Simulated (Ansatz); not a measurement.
Mulliken charges of `ClC1=NCO1` from ωB97M-V/def2-TZVPP in Ansatz (PBE0-D4/def2-TZVP geometry).

```tsv
atom	x (Å)	y (Å)	z (Å)	charge (e)
Cl1	-2.238	-1.214	-0.604	0.024
C2	-0.793	-0.406	-0.296	0.215
N3	-0.070	0.371	-1.005	-0.286
C4	0.767	0.397	0.194	0.089
O5	-0.160	-0.507	0.890	-0.290
H6	0.811	1.362	0.698	0.124
H7	1.744	-0.072	0.078	0.124
```

**Question.** By hand: the dipole of these point charges (1 e Å = 4.8032 D).

**Answer.** Σ q r = (0.227, 0.120, 0.065) e Å, of length 0.265 e Å = 1.27 D.

**Question.** How does the dipole of the full density compare? (Best estimate.)

**Answer.** Computed: (0.188, 0.024, 0.226) e Å, 1.42 D; the point charges give 0.89 times that, at 40° from its direction.

Point charges leave out the atoms' own dipoles, such as those of lone pairs, and Mulliken's split depends on the basis, so the two needn't agree.
